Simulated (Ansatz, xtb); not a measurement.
# C2H5N−: which of two isomers lies lower

We compare X, the doublet with the links of `[CH2-][CH]N`, with Y, the doublet with the links of `[CH2][N-]C`. Both are isolated ions in the gas phase, relaxed with PBE0-D3(BJ)/def2-SVPD; the shapes shown needn't be the lowest conformers.

X (Å):

```xyz
8

C    -0.5047   -0.7445   -0.6912
C     0.3089   -0.7809    0.4769
N     1.7540   -0.7792    0.3506
H    -0.2609   -1.4193   -1.5271
H    -1.5852   -0.5888   -0.5578
H    -0.0400   -0.1762    1.3290
H     2.0257   -0.1535   -0.4321
H     2.0802   -1.6976    0.0635
```

Y (Å):

```json
{"atom": "C", "x (Å)": "-0.6900", "y (Å)": "-1.3442", "z (Å)": "0.1011"}
{"atom": "C", "x (Å)": "1.4280", "y (Å)": "-0.4473", "z (Å)": "-0.1683"}
{"atom": "N", "x (Å)": "0.6029", "y (Å)": "-1.5925", "z (Å)": "-0.2175"}
{"atom": "H", "x (Å)": "-1.4111", "y (Å)": "-2.1615", "z (Å)": "-0.0611"}
{"atom": "H", "x (Å)": "-1.1193", "y (Å)": "-0.3273", "z (Å)": "-0.0751"}
{"atom": "H", "x (Å)": "2.4566", "y (Å)": "-0.6692", "z (Å)": "-0.5137"}
{"atom": "H", "x (Å)": "1.0535", "y (Å)": "0.4087", "z (Å)": "-0.8020"}
{"atom": "H", "x (Å)": "1.5252", "y (Å)": "-0.0030", "z (Å)": "0.8639"}
```

Estimate E(Y) − E(X) at the level CCSD(T)/def2-SVPD + ΔMP2/def2-TZVPPD.

Calculated at CCSD(T)/def2-SVPD + ΔMP2/def2-TZVPPD: E(Y) − E(X) = −32.7 kJ/mol, so structure Y lies lower.

How the difference moves with the method:

| level | geometry | E(Y) − E(X) (kJ/mol) | departure from the last row (kJ/mol) | job, with rough time for the two |
| --- | --- | --- | --- | --- |
| GFN2-xTB | GFN2-xTB | −121.7 | −89.0 | optimisation, 2.4 s |
| HF/STO-3G | GFN2-xTB | −105.4 | −72.7 | single point, 1.8 s |
| r2SCAN-D4/def2-SVPD | GFN2-xTB | −54.3 | −21.6 | single point, 18 s |
| PBE0-D3(BJ)/def2-SVPD | PBE0-D3(BJ)/def2-SVPD | −38.8 | −6.1 | optimisation, 2.8 min |
| HF/def2-SVPD | PBE0-D3(BJ)/def2-SVPD | −44.3 | −11.6 | part of the CCSD(T) run |
| MP2/def2-SVPD | PBE0-D3(BJ)/def2-SVPD | −38.0 | −5.3 | part of the CCSD(T) run |
| CCSD(T)/def2-SVPD | PBE0-D3(BJ)/def2-SVPD | −38.8 | −6.1 | single point |
| CCSD(T)/def2-SVPD + ΔMP2/def2-TZVPPD | PBE0-D3(BJ)/def2-SVPD | −32.7 |  | single point, 2.1 min |

As drawn, Y has 1 C–N, 2 C–H in place of 1 C–C, 2 N–H.

None of the levels shown reverses the order. The largest departure from CCSD(T)/def2-SVPD + ΔMP2/def2-TZVPPD is that of GFN2-xTB, 89.0 kJ/mol. The last row adds to CCSD(T) the change of the MP2 difference between the two basis sets, here +6.1 kJ/mol.

With harmonic frequencies from PBE0-D3(BJ)/def2-SVPD (ideal gas, rigid rotor, one conformer each, 298.15 K, 1 atm): the zero-point term adds −2.3 kJ/mol; ΔH is −35.6 and ΔG −34.6 kJ/mol.

Open shells are spin-unrestricted. The correlated steps freeze 3 core orbitals. Run with Ansatz 0.2.0, xtb 6.7.1; the last row on 2 threads of Intel(R) Xeon(R) Processor @ 2.50GHz (Skylake/Cascade Lake) on a shared host.
